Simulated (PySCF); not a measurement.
# Frontier orbitals and the lowest excitations

Species: C₄H₁₀O.
Z-matrix (Å and degrees, PBE0-D3(BJ)/def2-TZVP geometry), rows numbered from 1:
```
C 
C   1  1.5200
C   2  1.5209  1  111.61
C   2  1.5218  1  111.30  3   123.32
O   4  1.4118  2  113.80  1    59.43
H   1  1.0926  2  111.22  3    61.66
H   1  1.0947  2  110.36  3   -57.88
H   1  1.0911  2  111.12  3  -177.35
H   2  1.1002  1  108.41  3  -118.96
H   3  1.0922  2  111.10  1   -58.02
H   3  1.0932  2  111.70  1  -178.57
H   3  1.0945  2  110.64  1    61.33
H   4  1.0948  2  109.49  1   -58.55
H   4  1.0995  2  109.55  1  -175.86
H   5  0.9606  4  108.11  2    61.88
```

Computed, not measured: PySCF 2.14.0, density-fitted response routines, TDDFT CAM-B3LYP/aug-cc-pVTZ, vertical, gas phase, core orbitals frozen in the response. Geometry: PBE0-D3(BJ)/def2-TZVP, one conformer, isolated molecule.

Frontier orbitals with the atoms that hold most of them (Löwdin shares over 4%, at most four atoms; ? is withheld):

```tsv
orbital	ε (eV)	atoms
HOMO-3	-11.19	C3 20%, C2 16%, C1 16%, O5 13%
HOMO-2	-10.85	C2 24%, C1 17%, C3 16%, H9 9%
HOMO-1	-10.43	?
HOMO	-9.29	?
LUMO	0.19	H15 20%, H9 17%, H11 11%, H14 10%
LUMO+1	0.47	H12 19%, H15 18%, H10 14%, H11 8%
LUMO+2	0.63	H6 24%, H14 19%, H11 12%, H8 11%
```

**Question.** Give the leading atoms of the HOMO-1.

**Answer.** O5 (bonded to C and H) 21%; C4 (bonded to C, O and 2 H) 21%; C2 (bonded to 3 C and H) 16%; C1 (bonded to C and 3 H) 8%. By element: carbon 46% or more, oxygen 21%.

**Question.** Which atoms hold the HOMO, and with what shares?

**Answer.** O5 (bonded to C and H) 50%; C4 (bonded to C, O and 2 H) 18%; C2 (bonded to 3 C and H) 10%; H15 (bonded to O) 6%. By element: oxygen 50%, carbon 28% or more, hydrogen 6% or more.

**Question.** The HOMO–LUMO gap is 9.48 eV. Where does the response calculation put the lowest singlet, and from which orbitals?

**Answer.** S1 is at 6.57 eV (f = 0.0034), 2.92 eV below the gap, made of HOMO→LUMO (58%), HOMO→LUMO+1 (19%), HOMO→LUMO+10 (9%). 

Next come S2 at 7.53 eV (f 0.025), HOMO→LUMO+1 (47%), HOMO→LUMO (15%), HOMO→LUMO+2 (13%); S3 at 7.71 eV (f 0.012), HOMO→LUMO+3 (63%), HOMO→LUMO (11%); S4 at 7.83 eV (f 0.010), HOMO→LUMO+2 (61%); S5 at 7.99 eV (f 0.011), HOMO-1→LUMO (68%), HOMO-1→LUMO+1 (9%).

Löwdin shares depend on the basis, the more so with diffuse functions.

Without π bonds the low states are Rydberg-like; a valence basis with one diffuse set may place them up to an eV too high.
